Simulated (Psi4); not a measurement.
water (H$_{2}$O), singlet, at a GFN2-xTB geometry.

Psi4 was given this input:
```
memory 2 GB

molecule mol {
0 1
  O     0.009570    0.002064    0.113389
  H    -0.055794    0.763622   -0.466128
  H    -0.020764   -0.780134   -0.440983
}

set basis 3-21g
set reference uhf

energy('mp2')
print_variables()
```

What does this run give for the number of basis functions, nuclear repulsion energy, total energy, MP2 correlation energy?


The number of basis functions comes out as 13 and the nuclear repulsion energy comes out as 9.1695 Eh. The total energy is -75.708076 Ha and the MP2 correlation energy comes out as -0.1223 Eh.
